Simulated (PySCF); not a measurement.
Highest orbital energy against ionisation energy along the third row

Calculated with PySCF 2.14, no spin-orbit coupling. Each cell gives −ε(HOMO) / ΔSCF in eV; NIST values include spin-orbit coupling, (s) semi-empirical, (t) theoretical.

```json
{"species": "Mg (aug-cc-pCVTZ, non-relativistic)", "UHF": "6.886 / 6.606", "LDA": "4.773 / 7.719", "PBE": "4.698 / 7.611", "PBE0": "5.425 / 7.541", "r2SCAN": "4.814 / 7.372", "NIST (lowest levels)": "7.646"}
{"species": "Al (aug-cc-pwCVTZ, non-relativistic)", "UHF": "5.933 / 5.599", "LDA": "3.013 / 6.026", "PBE": "3.089 / 6.071", "PBE0": "3.903 / 6.090", "r2SCAN": "3.344 / 6.162", "NIST (lowest levels)": "5.986"}
{"species": "Si (aug-cc-pwCVTZ, non-relativistic)", "UHF": "8.201 / 7.638", "LDA": "4.578 / 8.235", "PBE": "4.605 / 8.199", "PBE0": "5.628 / 8.219", "r2SCAN": "4.917 / 8.320", "NIST (lowest levels)": "8.152"}
{"species": "P (aug-cc-pwCVTZ, non-relativistic)", "UHF": "10.673 / 9.909", "LDA": "6.302 / 10.580", "PBE": "6.296 / 10.494", "PBE0": "7.536 / 10.533", "r2SCAN": "6.704 / 10.637", "NIST (lowest levels)": "10.487"}
{"species": "S (aug-cc-pwCVTZ, non-relativistic)", "UHF": "10.333 / 9.241", "LDA": "6.175 / 10.572", "PBE": "6.162 / 10.438", "PBE0": "7.425 / 10.410", "r2SCAN": "6.421 / 10.379", "NIST (lowest levels)": "10.360"}
{"species": "Cl (aug-cc-pwCVTZ, non-relativistic)", "UHF": "13.092 / 11.770", "LDA": "8.215 / 13.207", "PBE": "8.137 / 12.979", "PBE0": "9.608 / 12.961", "r2SCAN": "8.468 / 13.006", "NIST (lowest levels)": "12.968"}
{"species": "Ar (aug-cc-pwCVTZ, non-relativistic)", "UHF": "16.092 / 14.556", "LDA": "10.413 / 15.996", "PBE": "10.292 / 15.712", "PBE0": "11.987 / 15.721", "r2SCAN": "10.739 / 15.766", "NIST (lowest levels)": "15.760"}
```

Problem. How far is −ε(HOMO) from ΔSCF on average for each method, and why?

Solution. UHF 0.84 eV; LDA -4.12 eV; PBE -4.03 eV; PBE0 -2.85 eV; r2SCAN -3.75 eV. Hartree-Fock orbital energies lack relaxation and so exceed the ΔSCF value; semilocal functionals have convex E(N) from self-interaction, so their HOMO lies far too high; exact exchange moves hybrids part of the way back.
